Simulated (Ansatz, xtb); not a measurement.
# C4H7N: which of two isomers lies lower

Structure X: `CC(C)C#N`, a singlet. Structure Y: `CCCC#N`, a singlet. Both are isolated molecules in the gas phase, relaxed with r2SCAN-D4/def2-SVP; the shapes shown needn't be the lowest conformers.

X (Å):

```xyz
12

C    -1.6159   -1.6350   -1.8448
C    -0.7193   -1.4356   -0.6146
C    -0.8199   -0.0131   -0.0458
C     0.6739   -1.7641   -0.9348
N     1.7789   -2.0098   -1.2023
H    -2.6639   -1.4332   -1.5759
H    -1.3266   -0.9440   -2.6515
H    -1.5469   -2.6624   -2.2308
H    -1.0316   -2.1514    0.1689
H    -0.5062    0.7280   -0.7971
H    -1.8622    0.2001    0.2361
H    -0.1861    0.1102    0.8444
```

Y (Å):

```xyz
12

C     1.4394    0.8648   -0.0907
C     0.4544    0.4482    0.9931
C    -0.7653   -0.2798    0.4056
C    -1.7292   -0.6924    1.4192
N    -2.4816   -1.0104    2.2469
H     1.8165   -0.0083   -0.6478
H     0.9705    1.5470   -0.8185
H     2.3072    1.3844    0.3425
H     0.9456   -0.2132    1.7265
H     0.1064    1.3299    1.5570
H    -1.2844    0.3685   -0.3227
H    -0.4440   -1.1771   -0.1527
```

Quicker runs give these differences E(Y) − E(X): GFN2-xTB +0.43 kcal/mol; HF/STO-3G −0.03 kcal/mol (at GFN2-xTB geometries); r2SCAN-D4/def2-SVP//GFN2-xTB +0.43 kcal/mol.

Which of the two would you expect CCSD(T)/def2-SVP + ΔMP2/def2-TZVPP electronic energies to favour?

Too close to call at this level: CCSD(T)/def2-SVP + ΔMP2/def2-TZVPP gives E(Y) − E(X) = +1.05 kcal/mol.

How the difference moves with the method:

| level | geometry | E(Y) − E(X) (kcal/mol) | departure from the last row (kcal/mol) | job, with rough time for the two |
| --- | --- | --- | --- | --- |
| GFN2-xTB | GFN2-xTB | +0.43 | −0.62 | optimisation, 0.11 s |
| HF/STO-3G | GFN2-xTB | −0.03 | −1.08 | single point, 0.2 s |
| r2SCAN-D4/def2-SVP//GFN2-xTB | GFN2-xTB | +0.43 | −0.63 | single point, 1.3 s |
| r2SCAN-D4/def2-SVP | r2SCAN-D4/def2-SVP | +0.41 | −0.65 | optimisation, 7.8 s |
| HF/def2-SVP | r2SCAN-D4/def2-SVP | +0.14 | −0.91 | part of the CCSD(T) run |
| MP2/def2-SVP | r2SCAN-D4/def2-SVP | +1.33 | +0.27 | part of the CCSD(T) run |
| CCSD(T)/def2-SVP | r2SCAN-D4/def2-SVP | +1.14 | +0.08 | single point |
| CCSD(T)/def2-SVP + ΔMP2/def2-TZVPP | r2SCAN-D4/def2-SVP | +1.05 |  | single point, 11 s |

As drawn, both hold the same kinds of bond in the same numbers. Structure X has 2 methyl groups, Y 1.

GFN2-xTB, HF/STO-3G, r2SCAN-D4/def2-SVP//GFN2-xTB, r2SCAN-D4/def2-SVP, HF/def2-SVP find them nearly level. The largest departure from CCSD(T)/def2-SVP + ΔMP2/def2-TZVPP is that of HF/STO-3G, 1.08 kcal/mol. The last row adds to CCSD(T) the change of the MP2 difference between the two basis sets, here −0.08 kcal/mol.

With harmonic frequencies from r2SCAN-D4/def2-SVP (ideal gas, rigid rotor, one conformer each, 298.15 K, 1 atm): on the last row, ΔE + ΔZPE = +1.26, ΔH = +1.25, ΔG = +1.10 kcal/mol.

The correlated steps freeze 5 core orbitals. Run with Ansatz 0.2.0, xtb 6.7.1; the last row on 4 threads of AMD EPYC 9R14 (Zen 4) on a shared host.
